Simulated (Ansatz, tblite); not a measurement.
**The cluster Si3Pt+: a ladder of methods and basis sets**

Aim: run the doublet of the cluster Si3Pt+ at one geometry on many levels, and compare frontier levels, spin and run time.

Computed with Ansatz 0.2.0, Gaussian basis. Level: as each input shows.

Levels to be run: GFN1-xTB, GFN2-xTB, PBE-D4/def2-TZVP, r2SCAN-D4/def2-TZVP, LC-ωPBE/def2-TZVP, BHLYP-D4/def2-TZVP, r2SCANh-D4/def2-TZVP, r2SCAN0-D4/def2-TZVP, CAM-B3LYP-D4/def2-TZVP, PBE-D4/def2-SVP, PBE0-D4/def2-SVP, CCSD(T)/def2-TZVP, RPA/def2-TZVP.

## (1) The structure

The doublet was relaxed beforehand with B3LYP-D4/def2-SVP. At that level it is the lowest of the isomers that a small search found.

4 atoms, charge 1, spin multiplicity 2.

Bond lengths: Pt1–Si2 2.323 Å, Pt1–Si3 2.323 Å, Pt1–Si4 2.547 Å, Si2–Si4 2.331 Å, Si3–Si4 2.330 Å. Angles: Si2–Pt1–Si3 113.9°, Si2–Pt1–Si4 57.0°, Si3–Pt1–Si4 57.0°, Pt1–Si2–Si4 66.4°, Pt1–Si3–Si4 66.4°, Pt1–Si4–Si2 56.7°, Pt1–Si4–Si3 56.7°, Si2–Si4–Si3 113.3°.

Pt takes a core potential in the def2 sets. No spin-orbit coupling is included. The ion is computed in the gas phase, without counter-ions or solvent.

PBE0-D4/def2-TZVP was run before; its log isn't repeated, and its numbers join the tables.

## (2) GFN1-xTB

Tight binding, by tblite at 300 K electronic temperature and without a spin-polarisation term:

```python
tblite.interface.Calculator('GFN1-xTB', numbers, positions, charge=1, uhf=1).singlepoint()
```

Energy -253.3260 eV; 0.008 s.

## (3) GFN2-xTB

Tight binding, by tblite at 300 K electronic temperature and without a spin-polarisation term:

```python
tblite.interface.Calculator('GFN2-xTB', numbers, positions, charge=1, uhf=1).singlepoint()
```

Energy -252.8253 eV; 0.01 s.

## (4) PBE-D4/def2-TZVP

start.molden holds the orbitals of an earlier run on this state, given as this run's starting guess.

in.yaml reads:

```yaml
crystal:
  periodic: [false, false, false]
  atoms:
    - {symbol: Pt, position_ang: [-0.522034, 0.496418, -1.046087]}
    - {symbol: Si, position_ang: [-0.536338, -1.779193, -0.581042]}
    - {symbol: Si, position_ang: [0.535778, 1.781697, 0.573867]}
    - {symbol: Si, position_ang: [0.522593, -0.498922, 1.053261]}
basis:
  gaussian: {orbitals: def2-TZVP, initial_orbitals: start.molden}
total_charge: 1
magnetization: {spin_polarized: true, initial_magnetization: 1}
hamiltonian: {xc: pbe, dispersion: d4}
scf: {omitted_lower_state_checks: [starts]}
output: {forces: true, orbitals: {seedname: orbitals}}
```

Started as:

```console
> ansatz run in.yaml --threads 4 --pin off --events-out ev --progress --plain --max-ram 3916MiB
```

Log:

```text
Functional definition: PBE
  name "PBE"
  cite "Perdew, Burke & Ernzerhof, Phys. Rev. Lett. 77, 3865 (1996) doi:10.1103/PhysRevLett.77.3865"
  parent pbe
  parameter kappa = 0.804
  parameter beta = 0.06672455060314922
  exchange = pbe_x(kappa = kappa, mu = beta*pi^2/3)
  correlation = pbe_c(beta = beta)
these checks for a lower state are left out or cut short: starts
1152 factors; their error is unknown
mean field evaluation 1: about -26863.0597 eV, gradient 7.9e0 eV
mean field evaluation 2: about -26863.1831 eV, gradient 2.1e-1 eV
mean field evaluation 4: about -26863.1659 eV, gradient 3.7e-2 eV
mean field evaluation 8: about -26863.1659 eV, gradient 1.8e-5 eV
mean field -26863.16593949 eV, -987.2031397684 hartree, gradient 1.8e-5 eV, S^2 0.753748; 0 other end points of the search recorded, 0 dependent functions left out
the calculation of the forces begins
reference -26863.16597655 eV, -987.2031411302 hartree; 30, 29 occupied and 121, 122 virtual orbitals, 1152 factors
Total energy: -26863.41314183 eV, -987.2122242868 hartree
Atom 0 at    -0.522034     0.496418    -1.046087 Å, force     0.245854    -0.232179     0.488905 eV/Å
Atom 1 at    -0.536338    -1.779193    -0.581042 Å, force    -0.012096     0.282616    -0.079544 eV/Å
Atom 2 at     0.535778     1.781697     0.573867 Å, force    -0.139779    -0.140827    -0.217226 eV/Å
Atom 3 at     0.522593    -0.498922     1.053261 Å, force    -0.093979     0.090390    -0.192135 eV/Å
Dipole moment:     0.257099    -0.244200     0.514322 e Å
Checks for a lower state left out: starts
```

Run time: 4.6 s. Hardware: 4 threads of Arm Neoverse N1, shared host.

From the report: HOMO -10.39 eV, LUMO -9.80 eV (over both spins); ⟨S²⟩ 0.754 (pure: 0.75).

## (5) r2SCAN-D4/def2-TZVP

Changes to in.yaml since step 4:

```diff
@@ -11,4 +11,4 @@
 magnetization: {spin_polarized: true, initial_magnetization: 1}
-hamiltonian: {xc: pbe, dispersion: d4}
+hamiltonian: {xc: r2scan, dispersion: d4}
 scf: {omitted_lower_state_checks: [starts]}
-output: {forces: true, orbitals: {seedname: orbitals}}
+output: {orbitals: {seedname: orbitals}}
```

The command is unchanged.

Log:

```text
Functional definition: r2SCAN
  name "r2SCAN"
  cite "Furness, Kaplan, Ning, Perdew & Sun, J. Phys. Chem. Lett. 11, 8208 (2020) doi:10.1021/acs.jpclett.0c02405"
  cite "Furness, Kaplan, Ning, Perdew & Sun, J. Phys. Chem. Lett. 11, 9248 (2020) doi:10.1021/acs.jpclett.0c03077"
  parent r2scan
  parameter k0 = 0.174
  parameter k1 = 0.065
  parameter a1 = 4.9479
  exchange = r2scan_x(k0 = k0, k1 = k1, a1 = a1)
  correlation = r2scan_c
these checks for a lower state are left out or cut short: starts
1152 factors; their error is unknown
mean field evaluation 1: about -26872.5882 eV, gradient 5.4e0 eV
mean field evaluation 2: about -26872.6515 eV, gradient 1.4e-1 eV
mean field evaluation 4: about -26872.6270 eV, gradient 2.0e-3 eV
mean field -26872.62699181 eV, -987.5508270281 hartree, gradient 5.0e-5 eV, S^2 0.761329; 0 other end points of the search recorded, 0 dependent functions left out
reference -26872.62700722 eV, -987.5508275944 hartree; 30, 29 occupied and 121, 122 virtual orbitals, 1152 factors
Total energy: -26872.67186326 eV, -987.5524760235 hartree
Checks for a lower state left out: starts
```

Wall time 12 s (4 threads of Arm Neoverse N1, shared host).

From the report: HOMO -10.66 eV, LUMO -9.65 eV (over both spins); ⟨S²⟩ 0.761 (pure: 0.75).

## (6) LC-ωPBE/def2-TZVP

Changes to in.yaml since step 5:

```diff
@@ -11,3 +11,3 @@
 magnetization: {spin_polarized: true, initial_magnetization: 1}
-hamiltonian: {xc: r2scan, dispersion: d4}
+hamiltonian: {xc: {name: LC-wPBE}}
 scf: {omitted_lower_state_checks: [starts]}
```

Same command.

Log (excerpt; [...] marks lines left out):

```text
Functional definition: LC-wPBE
  name "LC-wPBE"
  cite "Vydrov & Scuseria, J. Chem. Phys. 125, 234109 (2006) doi:10.1063/1.2409292"
  cite "Heyd & Scuseria, J. Chem. Phys. 120, 7274 (2004) doi:10.1063/1.1668634"
  cite "Ernzerhof & Perdew, J. Chem. Phys. 109, 3313 (1998) doi:10.1063/1.476928"
  cite "Perdew, Burke & Ernzerhof, Phys. Rev. Lett. 77, 3865 (1996) doi:10.1103/PhysRevLett.77.3865"
  parent pbe
[...]
1152 factors; their error is unknown
378 factors; integrals over basis functions are off by at most 2.6e-5 eV
[...]
mean field -26863.89864537 eV, -987.2300662127 hartree, gradient 1.9e-5 eV, S^2 0.765253; 0 other end points of the search recorded, 0 dependent functions left out
reference -26863.89864537 eV, -987.2300662129 hartree; 30, 29 occupied and 121, 122 virtual orbitals, 1152 factors
Total energy: -26863.89864537 eV, -987.2300662129 hartree
Checks for a lower state left out: starts
```

Run time: 16 s. Hardware: 4 threads of Arm Neoverse N1, shared host.

HOMO -13.30 eV, LUMO -6.77 eV (over both spins); ⟨S²⟩ 0.765 (pure: 0.75).

## (7) BHLYP-D4/def2-TZVP

Changes to in.yaml since step 6:

```diff
@@ -11,3 +11,3 @@
 magnetization: {spin_polarized: true, initial_magnetization: 1}
-hamiltonian: {xc: {name: LC-wPBE}}
+hamiltonian: {xc: {name: BHLYP}, dispersion: d4}
 scf: {omitted_lower_state_checks: [starts]}
```

Same command.

Log:

```text
Functional definition: BHLYP
  name "BHLYP"
  cite "Becke, J. Chem. Phys. 98, 1372 (1993) doi:10.1063/1.464304"
  cite "Becke, Phys. Rev. A 38, 3098 (1988) doi:10.1103/PhysRevA.38.3098"
  cite "Lee, Yang & Parr, Phys. Rev. B 37, 785 (1988) doi:10.1103/PhysRevB.37.785"
  parameter a = 0.5
  exchange = (1 - a)*b88_x + a*exact_x
  correlation = lyp_c
these checks for a lower state are left out or cut short: starts
1328 factors; their error is unknown
mean field evaluation 1: about -26867.8917 eV, gradient 6.9e0 eV
mean field evaluation 2: about -26867.9877 eV, gradient 1.9e-1 eV
mean field evaluation 4: about -26868.2807 eV, gradient 5.6e-3 eV
mean field -26868.28065999 eV, -987.3911022800 hartree, gradient 2.5e-5 eV, S^2 0.758573; 0 other end points of the search recorded, 0 dependent functions left out
reference -26868.28080639 eV, -987.3911076601 hartree; 30, 29 occupied and 121, 122 virtual orbitals, 1328 factors
Total energy: -26868.73570604 eV, -987.4078249138 hartree
Checks for a lower state left out: starts
```

Run time: 11 s. Hardware: 4 threads of Arm Neoverse N1, shared host.

From the report: HOMO -11.68 eV, LUMO -8.00 eV (over both spins); ⟨S²⟩ 0.759 (pure: 0.75).

## (8) r2SCANh-D4/def2-TZVP

Changes to in.yaml since step 7:

```diff
@@ -11,3 +11,3 @@
 magnetization: {spin_polarized: true, initial_magnetization: 1}
-hamiltonian: {xc: {name: BHLYP}, dispersion: d4}
+hamiltonian: {xc: {name: r2SCANh}, dispersion: d4}
 scf: {omitted_lower_state_checks: [starts]}
```

Same command.

Log (excerpt; [...] marks lines left out):

```text
Functional definition: r2SCANh
  name "r2SCANh"
  cite "Bursch, Neugebauer, Ehlert & Grimme, J. Chem. Phys. 156, 134105 (2022) doi:10.1063/5.0086040"
  cite "Furness, Kaplan, Ning, Perdew & Sun, J. Phys. Chem. Lett. 11, 8208 (2020) doi:10.1021/acs.jpclett.0c02405"
  cite "Furness, Kaplan, Ning, Perdew & Sun, J. Phys. Chem. Lett. 11, 9248 (2020) doi:10.1021/acs.jpclett.0c03077"
  parent r2scan
[...]
1152 factors; their error is unknown
[...]
mean field -26871.55780923 eV, -987.5115352931 hartree, gradient 3.4e-5 eV, S^2 0.762183; 0 other end points of the search recorded, 0 dependent functions left out
reference -26871.55782326 eV, -987.5115358089 hartree; 30, 29 occupied and 121, 122 virtual orbitals, 1152 factors
Total energy: -26871.60995708 eV, -987.5134516914 hartree
Checks for a lower state left out: starts
```

It took 14 s on 4 threads of Arm Neoverse N1, shared host; peak memory 0.56 GiB.

Report: HOMO -10.96 eV, LUMO -9.33 eV (over both spins); ⟨S²⟩ 0.762 (pure: 0.75).

## (9) r2SCAN0-D4/def2-TZVP

Changes to in.yaml since step 8:

```diff
@@ -11,3 +11,3 @@
 magnetization: {spin_polarized: true, initial_magnetization: 1}
-hamiltonian: {xc: {name: r2SCANh}, dispersion: d4}
+hamiltonian: {xc: {name: r2SCAN0}, dispersion: d4}
 scf: {omitted_lower_state_checks: [starts]}
```

Same command.

Log (excerpt; [...] marks lines left out):

```text
Functional definition: r2SCAN0
  name "r2SCAN0"
  cite "Bursch, Neugebauer, Ehlert & Grimme, J. Chem. Phys. 156, 134105 (2022) doi:10.1063/5.0086040"
  cite "Furness, Kaplan, Ning, Perdew & Sun, J. Phys. Chem. Lett. 11, 8208 (2020) doi:10.1021/acs.jpclett.0c02405"
  cite "Furness, Kaplan, Ning, Perdew & Sun, J. Phys. Chem. Lett. 11, 9248 (2020) doi:10.1021/acs.jpclett.0c03077"
  parent r2scan
[...]
1218 factors; their error is unknown
[...]
mean field -26869.99835531 eV, -987.4542264186 hartree, gradient 1.9e-5 eV, S^2 0.763457; 0 other end points of the search recorded, 0 dependent functions left out
reference -26869.99836730 eV, -987.4542268592 hartree; 30, 29 occupied and 121, 122 virtual orbitals, 1218 factors
Total energy: -26870.05849151 eV, -987.4564363833 hartree
Checks for a lower state left out: starts
```

Run time: 15 s. Hardware: 4 threads of Arm Neoverse N1, shared host; peak memory 0.58 GiB.

HOMO -11.40 eV, LUMO -8.86 eV (over both spins); ⟨S²⟩ 0.763 (pure: 0.75).

## (10) CAM-B3LYP-D4/def2-TZVP

Changes to in.yaml since step 9:

```diff
@@ -11,3 +11,3 @@
 magnetization: {spin_polarized: true, initial_magnetization: 1}
-hamiltonian: {xc: {name: r2SCAN0}, dispersion: d4}
+hamiltonian: {xc: {name: CAM-B3LYP}, dispersion: d4}
 scf: {omitted_lower_state_checks: [starts]}
```

Same command.

Log (excerpt; [...] marks lines left out):

```text
Functional definition: CAM-B3LYP
  name "CAM-B3LYP"
  cite "Yanai, Tew & Handy, Chem. Phys. Lett. 393, 51 (2004) doi:10.1016/j.cplett.2004.06.011"
  cite "Iikura, Tsuneda, Yanai & Hirao, J. Chem. Phys. 115, 3540 (2001) doi:10.1063/1.1383587"
  cite "Becke, Phys. Rev. A 38, 3098 (1988) doi:10.1103/PhysRevA.38.3098"
  cite "Lee, Yang & Parr, Phys. Rev. B 37, 785 (1988) doi:10.1103/PhysRevB.37.785"
  cite "Vosko, Wilk & Nusair, Can. J. Phys. 58, 1200 (1980) doi:10.1139/p80-159"
[...]
  # Exact exchange under (alpha + beta erf(omega r))/r, Becke's under what is left of 1/r.
[...]
1197 factors; their error is unknown
269 factors; integrals over basis functions are off by at most 4.2e-5 eV
[...]
mean field -26871.20136784 eV, -987.4984363137 hartree, gradient 1.5e-5 eV, S^2 0.757888; 0 other end points of the search recorded, 0 dependent functions left out
reference -26871.20147326 eV, -987.4984401878 hartree; 30, 29 occupied and 121, 122 virtual orbitals, 1197 factors
Total energy: -26871.42601219 eV, -987.5066918413 hartree
Checks for a lower state left out: starts
```

It took 8.5 s on 4 threads of Arm Neoverse N1, shared host; peak memory 0.57 GiB.

From the report: HOMO -12.08 eV, LUMO -7.85 eV (over both spins); ⟨S²⟩ 0.758 (pure: 0.75).

## (11) PBE-D4/def2-SVP

Changes to in.yaml since step 10:

```diff
@@ -8,6 +8,6 @@
 basis:
-  gaussian: {orbitals: def2-TZVP, initial_orbitals: start.molden}
+  gaussian: {orbitals: def2-SVP, initial_orbitals: start.molden}
 total_charge: 1
 magnetization: {spin_polarized: true, initial_magnetization: 1}
-hamiltonian: {xc: {name: CAM-B3LYP}, dispersion: d4}
+hamiltonian: {xc: pbe, dispersion: d4}
 scf: {omitted_lower_state_checks: [starts]}
```

Launched as before.

Log:

```text
Functional definition: PBE
  name "PBE"
  cite "Perdew, Burke & Ernzerhof, Phys. Rev. Lett. 77, 3865 (1996) doi:10.1103/PhysRevLett.77.3865"
  parent pbe
  parameter kappa = 0.804
  parameter beta = 0.06672455060314922
  exchange = pbe_x(kappa = kappa, mu = beta*pi^2/3)
  correlation = pbe_c(beta = beta)
these checks for a lower state are left out or cut short: starts
921 factors; their error is unknown
mean field evaluation 1: about -26854.4731 eV, gradient 6.6e0 eV
mean field evaluation 2: about -26854.6769 eV, gradient 2.3e-1 eV
mean field evaluation 4: about -26854.5779 eV, gradient 1.1e-1 eV
mean field evaluation 8: about -26854.5779 eV, gradient 4.0e-6 eV
mean field -26854.57789367 eV, -986.8875349057 hartree, gradient 4.0e-6 eV, S^2 0.752975; 0 other end points of the search recorded, 0 dependent functions left out
reference -26854.57792748 eV, -986.8875361483 hartree; 30, 29 occupied and 56, 57 virtual orbitals, 921 factors
Total energy: -26854.82509277 eV, -986.8966193050 hartree
Checks for a lower state left out: starts
```

Wall time 2.5 s (4 threads of Arm Neoverse N1, shared host).

HOMO -10.51 eV, LUMO -9.93 eV (over both spins); ⟨S²⟩ 0.753 (pure: 0.75).

## (12) PBE0-D4/def2-SVP

Changes to in.yaml since step 11:

```diff
@@ -11,3 +11,3 @@
 magnetization: {spin_polarized: true, initial_magnetization: 1}
-hamiltonian: {xc: pbe, dispersion: d4}
+hamiltonian: {xc: pbe0, dispersion: d4}
 scf: {omitted_lower_state_checks: [starts]}
```

The command is unchanged.

Log:

```text
Functional definition: PBE0
  name "PBE0"
  cite "Adamo & Barone, J. Chem. Phys. 110, 6158 (1999) doi:10.1063/1.478522"
  cite "Perdew, Burke & Ernzerhof, Phys. Rev. Lett. 77, 3865 (1996) doi:10.1103/PhysRevLett.77.3865"
  parent pbe
  parameter a = 0.25
  parameter kappa = 0.804
  parameter beta = 0.06672455060314922
  exchange = (1 - a)*pbe_x(kappa = kappa, mu = beta*pi^2/3) + a*exact_x
  correlation = pbe_c(beta = beta)
these checks for a lower state are left out or cut short: starts
824 factors; integrals over basis functions are off by at most 1.1e-3 eV
mean field evaluation 1: about -26854.3009 eV, gradient 4.7e0 eV
mean field evaluation 2: about -26854.4080 eV, gradient 1.1e-1 eV
mean field evaluation 4: about -26854.4401 eV, gradient 3.6e-4 eV
mean field -26854.44013837 eV, -986.8824724919 hartree, gradient 2.2e-5 eV, S^2 0.755649; 0 other end points of the search recorded, 0 dependent functions left out
reference -26854.44016395 eV, -986.8824734320 hartree; 30, 29 occupied and 56, 57 virtual orbitals, 824 factors
Total energy: -26854.65015785 eV, -986.8901905652 hartree
Checks for a lower state left out: starts
```

It took 3.3 s on 4 threads of Arm Neoverse N1, shared host.

From the report: HOMO -11.33 eV, LUMO -9.13 eV (over both spins); ⟨S²⟩ 0.756 (pure: 0.75).

## (13) CCSD(T)/def2-TZVP

Changes to in.yaml since step 12:

```diff
@@ -8,7 +8,7 @@
 basis:
-  gaussian: {orbitals: def2-SVP, initial_orbitals: start.molden}
+  gaussian: {orbitals: def2-TZVP, initial_orbitals: start.molden}
 total_charge: 1
 magnetization: {spin_polarized: true, initial_magnetization: 1}
-hamiltonian: {xc: pbe0, dispersion: d4}
-scf: {omitted_lower_state_checks: [starts]}
+correlation: {method: ccsd_t}
+scf: {omitted_lower_state_checks: [starts, cluster_reference]}
 output: {orbitals: {seedname: orbitals}}
```

Launched as before.

Log (excerpt; [...] marks lines left out):

```text
Functional definition: HF
  name "HF"
  cite "Fock, Z. Phys. 61, 126 (1930) doi:10.1007/BF01340294"
  parent pbe
[...]
1034 factors; integrals over basis functions are off by at most 5.5e-4 eV
[...]
mean field -26801.19841405 eV, -984.9258752115 hartree, gradient 2.3e-6 eV, S^2 0.880811; 0 other end points of the search recorded, 0 dependent functions left out
15 core orbitals not correlated, not the lowest: weight in the atoms' cores, before any rotation towards them, 1.000 or more for the frozen orbitals, at most 0.000 for the correlated occupied ones
reference -26801.19841405 eV, -984.9258752115 hartree; 15, 14 occupied and 121, 122 virtual orbitals, 1034 factors
second order -21.44318203 eV of doubles, -0.00000000 eV of singles
cycle   1  -18.32519871 eV  change     3.1e0 eV  update   3.0e-1
[...]
cycle  16  -20.18328500 eV  change   -1.9e-5 eV  update   1.7e-5
perturbative correction -1.46072172 eV, -0.0536805333 hartree
Total energy: -26822.84242077 eV, -985.7212777878 hartree
Checks for a lower state left out: starts, cluster_reference
```

Wall time 2.2 min (4 threads of Arm Neoverse N1, shared host); peak memory 2.5 GiB.

Report: Hartree-Fock HOMO -12.80 eV, LUMO -5.58 eV (over both spins); ⟨S²⟩ 0.881 (pure: 0.75); T1 0.050.

## (14) RPA/def2-TZVP

Changes to in.yaml since step 13:

```diff
@@ -11,4 +11,4 @@
 magnetization: {spin_polarized: true, initial_magnetization: 1}
-correlation: {method: ccsd_t}
-scf: {omitted_lower_state_checks: [starts, cluster_reference]}
-output: {orbitals: {seedname: orbitals}}
+hamiltonian: {xc: pbe}
+correlation: {method: rpa}
+scf: {omitted_lower_state_checks: [starts]}
```

The command is unchanged.

Log (excerpt; [...] marks lines left out):

```text
Functional definition: PBE
  name "PBE"
  cite "Perdew, Burke & Ernzerhof, Phys. Rev. Lett. 77, 3865 (1996) doi:10.1103/PhysRevLett.77.3865"
  parent pbe
[...]
1034 factors; integrals over basis functions are off by at most 5.5e-4 eV
[...]
mean field -26863.16592159 eV, -987.2031391107 hartree, gradient 2.0e-6 eV, S^2 0.753748; 0 other end points of the search recorded, 0 dependent functions left out
15 core orbitals not correlated, not the lowest: weight in the atoms' cores, before any rotation towards them, 1.000 or more for the frozen orbitals, at most 0.000 for the correlated occupied ones
reference -26799.39481583 eV, -984.8595941993 hartree; 15, 14 occupied and 121, 122 virtual orbitals, 1034 factors
Total energy: -26829.83145999 eV, -985.9781202418 hartree
Checks for a lower state left out: starts
```

It took 7.5 s on 4 threads of Arm Neoverse N1, shared host.

⟨S²⟩ 0.754 (pure: 0.75).

## (15) Levels side by side

```tsv
level	functions	HOMO (eV)	LUMO (eV)	gap (eV)	⟨S²⟩	time
PBE-D4/def2-SVP	86	-10.51	-9.93	0.58	0.753	2.5 s
PBE-D4/def2-TZVP	151	-10.39	-9.80	0.60	0.754	4.6 s
r2SCAN-D4/def2-TZVP	151	-10.66	-9.65	1.01	0.761	12 s
r2SCANh-D4/def2-TZVP	151	-10.96	-9.33	1.62	0.762	14 s
PBE0-D4/def2-SVP	86	-11.33	-9.13	2.20	0.756	3.3 s
PBE0-D4/def2-TZVP	151	-11.19	-8.96	2.24	0.757	6.5 s
r2SCAN0-D4/def2-TZVP	151	-11.40	-8.86	2.54	0.763	15 s
BHLYP-D4/def2-TZVP	151	-11.68	-8.00	3.68	0.759	11 s
CAM-B3LYP-D4/def2-TZVP	151	-12.08	-7.85	4.23	0.758	8.5 s
LC-ωPBE/def2-TZVP	151	-13.30	-6.77	6.53	0.765	16 s
```

The pieces so far (eV):

```tsv
basis	HF	MP2 correlation	CCSD correlation	(T)	total
def2-TZVP	-26801.1984	-21.4432	-20.1833	-1.4607	-26822.8424
```

## (16) Summary of results

| quantity | value |
| --- | --- |
| gap in def2-TZVP, named functionals, smallest and largest | 0.60 eV (PBE-D4), 6.53 eV (LC-ωPBE) |
| correlation energy, CCSD(T)/def2-TZVP | -21.64 eV |
| ⟨S²⟩ in def2-TZVP, named functionals, smallest and largest | 0.754, 0.765 |
| PBE0 total energy, smallest basis above largest | 8.57 eV (def2-SVP, def2-TZVP) |

In words: Over the named functionals in def2-TZVP the gap runs from 0.60 eV (PBE-D4) to 6.53 eV (LC-ωPBE); exact exchange widens it. Over the named functionals in def2-TZVP spin contamination reaches 0.02 (LC-ωPBE), which is small.

The slowest run with a step of its own, CCSD(T)/def2-TZVP, took 2.2 min; the quickest functional in def2-TZVP took 4.6 s (shared host).
